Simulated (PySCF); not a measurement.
# Electron affinity of P by level of theory

P⁻ [Ne] 3s2 3p4 [3p1/2^2 3p3/2^2, M_J = 2] → P [Ne] 3s2 3p3 [3p1/2^2 3p3/2^1, M_J = 3/2], as a difference of total energies. Calculation: PySCF 2.14, in x2c-SVPall-2c with one added diffuse shell each of s, p type (5s5p1d, 25 functions); the two-component X2C-1e Hamiltonian. Correlated levels: [Ne] frozen. "Screened" scales the spin-orbit matrix elements by Boettger's factors to mimic the two-electron term; Breit and QED terms are absent.

| method | electron affinity (eV) |
| --- | --- |
| GHF (spin-free) | -0.424 |
| GMP2 (spin-free) | 0.030 |
| GHF (screened spin-orbit) | -0.412 |
| GMP2 (screened spin-orbit) | 0.042 |

Errors of the correlated levels include the incompleteness of this basis and the frozen core.

The labels give the starting determinants; with spin-orbit coupling the two ends relaxed to ⟨J²⟩ = 6.04, ⟨L²⟩ = 2.01, ⟨S²⟩ = 2.03 and ⟨J²⟩ = 3.75, ⟨L²⟩ = 0.00, ⟨S²⟩ = 3.75.

A negative affinity means that the anion lies above the atom at that level of theory.

For comparison: 0.747 eV (measured; photodetachment measurements, as compiled on the Wikipedia data page of electron affinities).
